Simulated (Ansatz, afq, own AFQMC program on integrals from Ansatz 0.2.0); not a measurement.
# The Si3–Cl5 bond of CH4Cl2OSeSi, singlet, worked out

```yaml
atoms:
  - { symbol: C, position_ang: [0.6050, -1.5099, 0.0175] }
  - { symbol: O, position_ang: [0.4726, -0.3168, -0.7190] }
  - { symbol: Si, position_ang: [-0.6082, 0.8823, -0.4447] }
  - { symbol: Cl, position_ang: [-2.5325, 0.1698, -0.5881] }
  - { symbol: Cl, position_ang: [-0.2612, 2.2535, -1.9196] }
  - { symbol: Se, position_ang: [-0.4665, 1.7742, 1.6297] }
  - { symbol: H, position_ang: [1.4665, -2.0630, -0.3820] }
  - { symbol: H, position_ang: [-0.2949, -2.1400, -0.0789] }
  - { symbol: H, position_ang: [0.7792, -1.3064, 1.0881] }
  - { symbol: H, position_ang: [0.9232, 2.2051, 1.4000] }
```

The molecule and both fragments are relaxed with PBE0/def2-SVP; the fragments keep their bonds.

Basis def2-SVP. Only valence electrons are correlated. Integrals, coupled cluster, full CI and functionals: Ansatz 0.2.0; the random walks run on the same integrals in our own AFQMC program. The CISD trial takes its coefficients from CCSD amplitudes. Released means that phaseless walkers are propagated on without the constraint, phases kept. ± is one standard error of the sampling. No spin–orbit coupling.

Total energies in eV. CBS is CCSD(T) at the limit of def2-TZVPP/QZVPP (MP2 extrapolated, CCSD(T) minus MP2 added); the highest rung of each member is named.

Cautions: inner d shell frozen; no relativity below Rb; no spin-orbit coupling; CH₄Cl₂OSeSi (singlet): the released value is read at 0.63 1/Eh with a noise of 21 meV, more than in the cases checked, later times being too noisy (meV from the phaseless value at times in 1/Eh: -5 ± 11 at 0.21, -31 ± 17 at 0.42, -28 ± 21 at 0.63, -14 ± 24 at 0.90); CH₄ClOSeSi (doublet): the released value is read at 0.90 1/Eh with a noise of 17 meV, more than in the cases checked (meV from the phaseless value at times in 1/Eh: 1 ± 11 at 0.21, 12 ± 14 at 0.42, 2 ± 20 at 0.63, -12 ± 17 at 0.90).

```
              member  count  CCSD(T)/def2-SVP  highest rung in def2-SVP           which   CCSD(T)/CBS
 CH₄ClOSeSi, doublet     +1       -88804.6316      -88804.7256 ± 0.0174  released AFQMC   -88835.4149
        Cl (doublet)     +1       -12502.1624               -12502.1710             FCI   -12509.3370
CH₄Cl₂OSeSi, singlet     -1      -101311.2743     -101311.3870 ± 0.0208  released AFQMC  -101349.6787
```

Question: Work out the best estimate of the bond energy: the CCSD(T)/CBS difference plus the step from CCSD(T) to the highest rung.

Answer: Sums with the counts: CCSD(T)/CBS 4.9268 eV, highest rung 4.4904 eV, CCSD(T)/def2-SVP 4.4803 eV. The step is 4.4904 − 4.4803 = 0.0101 eV, so the best estimate is 4.9268 + (0.0101) = 4.9369 eV, with sampling noise 0.027 eV. The step is under twice that noise, so its sign is open. The basis set is worth 0.447 eV of it. Zero-point, core-correlation and spin–orbit terms aren't in it. Past Ne the Hartree–Fock part of each CBS total tends to overshoot, since the cores don't follow the formula; that largely cancels in the difference.

Best estimates are given only where the step beyond CCSD(T) is under 0.3 eV and no member's determinant is very poor (T1 over 0.05, or 0.07 for open shells, ⟨S²⟩ too high by 0.3, two states mixed), so the hardest cases are missing from such tables.

Each member of a difference takes its own highest rung, so a best estimate needn't equal the limit plus the step of one row. Released energies are given only where the last usable release times agree within the noise; a slower fall can still hide under it.
